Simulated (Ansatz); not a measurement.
A plane-wave DFT run in Ansatz 0.2.0 (scalar-relativistic PAW potentials unless the input names others): input and command.

```yaml
crystal:
  lattice:
    - [3.564884176, 0.0, 0.0]
    - [0.0, 3.564884176, 0.0]
    - [0.0, 0.0, 4.6241054177]
  atoms:
    - { symbol: Ca, position: [0.0, 0.0, 0.0] }
    - { symbol: Pb, position: [0.5, 0.5, 0.5] }
basis:
  ecutwfc: 500
kpoints:
  mp_grid: { grid: [12, 12, 10] }
hamiltonian:
  xc: r2scan
  hubbard: { sites: [{ species: Pb, l: p, u_eff: 40.0 }] }
scf:
  occupations: { method: gaussian, width: 0.1 }
  max_iter: 60
output:
  forces: true
  eigenvalues: true
  stress: true
```

```bash
ansatz run input.yaml --threads 1 --pin off --max-ram 1331MiB --backend cpu --events-out ev --progress --plain --runs-dir out
```

Abridged log:
```
Ca: projections on atomic orbitals take those of the free atom [Ne] 3s2 3p6 4s2, of charge +0.00 (hamiltonian.pseudopotentials.projection_atoms); the dataset's partial waves leave at most 2.9e-7 of an orbital's norm unspanned inside its sphere
Pb: projections on atomic orbitals take those of the free atom [Xe 4f14] 5d10 6s2 6p2, of charge +0.00 (hamiltonian.pseudopotentials.projection_atoms); the dataset's partial waves leave at most 2.1e-5 of an orbital's norm unspanned inside its sphere
Pseudopotentials: kind: paw
Pseudopotential: Ca, paw, valence charge 10, recommended cutoff 500 eV (meta_gga)
Pseudopotential: Pb, paw, valence charge 14, recommended cutoff 500 eV (meta_gga)
Functional definition: r2SCAN
Crystal: 2 atoms, lattice volume = 58.765 Å³
Basis set: ecut = 500 eV, 1513 PW (Γ), exchange–correlation on 108×108×144 points (64 copies of the dense FFT grid, shifted against one another)
Bands: 16, of which v1, the nominal top of the filled ones, is band 12 counted from 1 (11 counted from 0)
Symmetry: 16 space group operations
Space group: P4/mmm (ITA 123), of the structure as read, at distance tolerance 3.9e-5 Å
k-points: 168 of 1440
Initial density: superposition of atomic densities (chi_scale 0.1, normalization cell, long waves kept (reshape's long-wave potential 0.00 eV rms))
Initial wavefunctions: pseudopotential atomic-orbital guess
Functional: x = r2scan, c = r2scan; τ floored in thin density (d = 2e-4 eV/Å³)
SCF iter   1: F=—  HF=-13721.438178 eV  |F-HF|=—  |Δ(HF+E_count)|=         —  Δρ=1.29e-1  dr2=3.01e1  dr2_τ=6.69e-1  ethr=3.10e-3  ⟨swp⟩=8.8  Hψ=19043  notcnv=0
SCF iter   2: F=—  HF=-13721.309997 eV  |F-HF|=—  |Δ(HF+E_count)|=   1.28e-1  Δρ=6.82e-2  dr2=1.13e1  dr2_τ=1.91e-1  ethr=3.10e-3  ⟨swp⟩=4.3  Hψ=7942  notcnv=0
SCF iter   3: F=—  HF=-13722.388756 eV  |F-HF|=—  |Δ(HF+E_count)|=    1.08e0  Δρ=2.94e-2  dr2=2.05e0  dr2_τ=8.05e-2  ethr=3.10e-3  ⟨swp⟩=5.3  Hψ=8106  notcnv=0  defer=13
SCF iter   4: F=—  HF=-13721.884292 eV  |F-HF|=—  |Δ(HF+E_count)|=   5.04e-1  Δρ=1.38e-2  dr2=2.88e-1  dr2_τ=3.21e-3  ethr=3.10e-3  ⟨swp⟩=4.3  Hψ=6144  notcnv=0  defer=15
SCF iter   5: F=—  HF=-13721.913975 eV  |F-HF|=—  |Δ(HF+E_count)|=   2.97e-2  Δρ=4.09e-3  dr2=1.47e-2  dr2_τ=2.46e-4  ethr=1.20e-3  ⟨swp⟩=4.5  Hψ=5983  notcnv=0  defer=19
SCF iter   6: F=—  HF=-13721.919942 eV  |F-HF|=—  |Δ(HF+E_count)|=   5.97e-3  Δρ=1.22e-3  dr2=1.43e-3  dr2_τ=3.54e-5  ethr=6.13e-5  ⟨swp⟩=2.6  Hψ=5513  notcnv=0  defer=18
SCF iter   7: F=—  HF=-13721.920530 eV  |F-HF|=—  |Δ(HF+E_count)|=   5.88e-4  Δρ=3.18e-4  dr2=6.96e-5  dr2_τ=2.04e-6  ethr=5.97e-6  ⟨swp⟩=2.4  Hψ=3914  notcnv=0  defer=17
SCF iter   8: F=—  HF=-13721.920632 eV  |F-HF|=—  |Δ(HF+E_count)|=   1.02e-4  Δρ=1.64e-4  dr2=2.50e-5  dr2_τ=1.07e-7  ethr=2.90e-7  ⟨swp⟩=2.5  Hψ=4579  notcnv=0  defer=17
SCF iter   9: F=—  HF=-13721.920677 eV  |F-HF|=—  |Δ(HF+E_count)|=   4.50e-5  Δρ=7.99e-5  dr2=4.39e-6  dr2_τ=1.58e-7  ethr=1.04e-7  ⟨swp⟩=2.8  Hψ=4819  notcnv=0  defer=17
SCF iter  10: F=—  HF=-13721.920680 eV  |F-HF|=—  |Δ(HF+E_count)|=   2.55e-6  Δρ=2.11e-5  dr2=4.44e-7  dr2_τ=4.42e-9  ethr=1.83e-8  ⟨swp⟩=2.5  Hψ=4881  notcnv=0  defer=17
SCF iter  11: F=-13721.920680 eV  HF=-13721.920680 eV  |F-HF|=1.04e-8  |Δ(HF+E_count)|=   8.35e-8  Δρ=5.49e-6  dr2=2.53e-8  dr2_τ=1.12e-9  ethr=4.17e-10  ⟨swp⟩=12.4  Hψ=22956  notcnv=0
SCF 1 converged in 11 iterations: F = -13721.920680 eV  dr2 = 2.53e-8
SCF converged after 11 iterations
Free energy (F): -13721.920680 eV
Harris-Foulkes:  -13721.920680 eV  (|F-HF|=1.04e-8)
Internal energy: -13721.907905 eV  (E = F + TS)
E sigma→0 (E₀):  -13721.914292 eV
Entropy (-TS):   -0.012775 eV (-6.387 meV/atom)
Fermi energy:    14.277396 eV
--- Forces (eV/Å), atoms counted from 1 ---
  atom   1  Ca     0.00000000     0.00000000     0.00000000
  atom   2  Pb     0.00000000     0.00000000     0.00000000
--- Stress (GPa, compression-positive) ---
       46.902015       0.000000       0.000000
        0.000000      46.902015       0.000000
        0.000000       0.000000      38.839495
  P = ⅓ Tr σ = 44.2145 GPa (442.145 kbar)
Occupation matrices written to <dir>
```

Question: Find the fault.

Answer: The fault is an enormous or negative U (hamiltonian.hubbard: not typed → {"sites": [{"species": "Pb", "l": "p", "u_eff": 40.0}]}, the first being the value of the sound run). Setting it back cures it. The run converged all the same, with an energy at zero smearing 11.0 eV/atom above the reference's (the Hamiltonian itself differs), pressure 44.21 GPa, largest force 0.000 eV/Å, no gap on the mesh, so convergence alone doesn't show that an input is right. A reference run on usual settings, whose relaxation ended at this geometry, converged, and the end of its own relaxation has pressure 0.00 GPa, largest force 0.000 eV/Å, no gap on the mesh.

The run took 68 s on 1 thread of Arm Neoverse N1, with other jobs on the host, peak memory 0.66 GiB.